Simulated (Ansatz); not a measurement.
fcc Ni, treated with B3LYP (VWN-RPA form) (Ansatz, a program for electronic structure, plane waves, PAW).

Run with plane-wave cutoff 460 eV, 16×16×16 k mesh, Fermi–Dirac smearing 0.05 eV, spin-polarised with parallel moments, scalar-relativistic PAW data made under PBE.

Cell (relaxed at this level):

```
CELL_PARAMETERS angstrom
      0.00000     1.77465     1.77465
      1.77465     0.00000     1.77465
      1.77465     1.77465     0.00000
ATOMIC_POSITIONS crystal
  Ni 0.00000 0.00000 0.00000
```
Starting moments (μB, in the order of the record's atoms Ni): 0.8.

Problem. Predict the bulk modulus, magnetic moment per atom (the cell's total over its atoms) and pressure derivative B′ of the bulk modulus.

Solution. 
* **bulk modulus**: 175 GPa
* **magnetic moment per atom (the cell's total over its atoms)**: 0.78 μB
* **pressure derivative B′ of the bulk modulus**: 4.6

Measured, for comparison: bulk modulus 192 GPa (0 K value with the zero-point phonon effect removed, our sources range from 186 to 195; as tabulated in Mejia-Rodriguez and Trickey (2018), arXiv:1807.09216). Computed (rounded) less measured: bulk modulus -9 % (-6 % to -10 % over the range).

Moments are spin moments.

Computed values are for the static lattice.

Computing time: about 70 core-minutes (a rough figure).
